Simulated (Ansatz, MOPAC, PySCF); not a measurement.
System: C$_{2}$H$_{4}$NO, charge 0, multiplicity 2. SMILES: [CH2]C(N)=O
Geometry: optimised at B3LYP-D3(BJ)/def2-TZVP (Ansatz, a program for electronic structure).

Unscaled harmonic wavenumbers (cm⁻¹) in rising order, each level at the stationary point that it reaches from this structure (no distance between atoms moves by over 0.3 Å); the order of modes can differ between levels, and a negative number is imaginary. B3LYP-D3(BJ)/def2-TZVP (PySCF, at the structure above): 179, 274, 421, 503, 551, 608, 755, 914, 955, 1112, 1346, 1470, 1612, 1673, 3155, 3276, 3587, 3715.

PM3 (MOPAC): 143, 397, 422, 495, 523, 678, 775, 941, 1016, 1085, 1313, 1432, 1644, 1867, 3135, 3176, 3468, 3543. Zero-point energy 37.2 against 37.3 kcal/mol; where all levels lie over 400 cm⁻¹, the wavenumbers are on average 1.007 times those of B3LYP-D3(BJ)/def2-TZVP.

PM7 (MOPAC): 123, 411, 443, 516, 559, 676, 885, 976, 1054, 1177, 1359, 1470, 1662, 1804, 2723, 2772, 2814, 2840. Zero-point energy 34.7 against 37.3 kcal/mol; where all levels lie over 400 cm⁻¹, the wavenumbers are on average 0.999 times those of B3LYP-D3(BJ)/def2-TZVP.

HF/6-31G* (Ansatz): 299, 371, 453, 528, 584, 602, 786, 973, 1044, 1239, 1458, 1600, 1795, 1891, 3344, 3464, 3827, 3949. Zero-point energy 40.3 against 37.3 kcal/mol; where all levels lie over 400 cm⁻¹, the wavenumbers are on average 1.072 times those of B3LYP-D3(BJ)/def2-TZVP.

B3LYP/6-31G* (Ansatz): 278, 349, 420, 498, 549, 600, 736, 920, 962, 1131, 1359, 1489, 1640, 1708, 3178, 3299, 3579, 3700. Zero-point energy 37.7 against 37.3 kcal/mol; where all levels lie over 400 cm⁻¹, the wavenumbers are on average 1.003 times those of B3LYP-D3(BJ)/def2-TZVP.
